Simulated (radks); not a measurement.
**N²⁻ held by a Watson sphere**

Aim: the size and levels of N²⁻ inside a shell of charge +2.89 and radius R, which stands for the Madelung well of a crystal, for several R.

Method: scalar-relativistic Kohn-Sham, PBEsol, spin-polarised, spherical densities, finite nucleus; open shells are filled with parallel spins first. Code: radks (a radial shooting solver on a logarithmic mesh, Libxc functionals) version 1.

## Step 1: The atom as given

| Item | Value |
| --- | --- |
| element | nitrogen (Z = 7) |
| charge | -2 |
| electrons | 9 |
| configuration | [He] 2s2 2p5 |
| nuclear rms radius | 2.5582 fm |

The outer shells:

N²⁻
```
[He] core
2s [↑↓]
2p [↑↓][↑↓][↑ ]
```

## Step 2: R = 1.93 bohr

The run's settings:

```text
Z 7
configuration [He] 2s2 2p5
relativity scalar-relativistic
functional pbe_sol,pbe_sol
spin polarised
nucleus finite rms 2.5582 fm
c 137.035999084
watson charge 2.89 radius 1.93 bohr
response adiabatic LDA kernel
```

## Step 3: R = 2.02 bohr

Input: that of step 2 with these lines changed.

```diff
@@ -7,3 +7,3 @@
 c 137.035999084
-watson charge 2.89 radius 1.93 bohr
+watson charge 2.89 radius 2.02 bohr
 response adiabatic LDA kernel
```

## Step 4: R = 2.27 bohr

Input: that of step 3 with these lines changed.

```diff
@@ -7,3 +7,3 @@
 c 137.035999084
-watson charge 2.89 radius 2.02 bohr
+watson charge 2.89 radius 2.27 bohr
 response adiabatic LDA kernel
```

## Step 5: R = 2.51 bohr

Input: that of step 4 with these lines changed.

```diff
@@ -7,3 +7,3 @@
 c 137.035999084
-watson charge 2.89 radius 2.27 bohr
+watson charge 2.89 radius 2.51 bohr
 response adiabatic LDA kernel
```

## Step 6: R = 2.59 bohr

Input: that of step 5 with these lines changed.

```diff
@@ -7,3 +7,3 @@
 c 137.035999084
-watson charge 2.89 radius 2.51 bohr
+watson charge 2.89 radius 2.59 bohr
 response adiabatic LDA kernel
```

## Step 7: R = 2.95 bohr

Input: that of step 6 with these lines changed.

```diff
@@ -7,3 +7,3 @@
 c 137.035999084
-watson charge 2.89 radius 2.59 bohr
+watson charge 2.89 radius 2.95 bohr
 response adiabatic LDA kernel
```

## Step 8: R = 3.14 bohr

Input: that of step 7 with these lines changed.

```diff
@@ -7,3 +7,3 @@
 c 137.035999084
-watson charge 2.89 radius 2.95 bohr
+watson charge 2.89 radius 3.14 bohr
 response adiabatic LDA kernel
```

## Step 9: R = 3.63 bohr

Input: that of step 8 with these lines changed.

```diff
@@ -7,3 +7,3 @@
 c 137.035999084
-watson charge 2.89 radius 3.14 bohr
+watson charge 2.89 radius 3.63 bohr
 response adiabatic LDA kernel
```

## Step 10: R = 3.76 bohr

Input: that of step 9 with these lines changed.

```diff
@@ -7,3 +7,3 @@
 c 137.035999084
-watson charge 2.89 radius 3.63 bohr
+watson charge 2.89 radius 3.76 bohr
 response adiabatic LDA kernel
```

Q: Predict the outcome of this session. Wanted: for each run, R; highest level; its <r>; sum of <r²>; α.

The runs gave:

```csv
R (bohr),highest level (eV),its <r> (bohr),sum of <r²> (bohr²),α (bohr³)
1.93,-16.315,1.584,20.17,10.00
2.02,-15.753,1.615,20.89,10.95
2.27,-14.308,1.698,22.86,14.00
2.51,-13.071,1.775,24.73,17.61
2.59,-12.689,1.800,25.35,18.99
2.95,-11.146,1.913,28.14,26.45
3.14,-10.435,1.973,29.62,31.38
3.63,-8.882,2.132,33.55,48.26
3.76,-8.528,2.177,34.63,53.99
```

From R = 1.93 to 3.76 bohr the top level moves from -16.315 to -8.528 eV and its mean radius from 1.58 to 2.18 bohr. A wider sphere makes a shallower well, so the ion swells. The polarisability goes from 10.0 to 54.0 bohr³. Response by self-consistent Sternheimer equations with the Hartree and adiabatic LDA kernel, the relativistic mass of each level held fixed and spin-orbit coupling left out. The sphere does not respond.
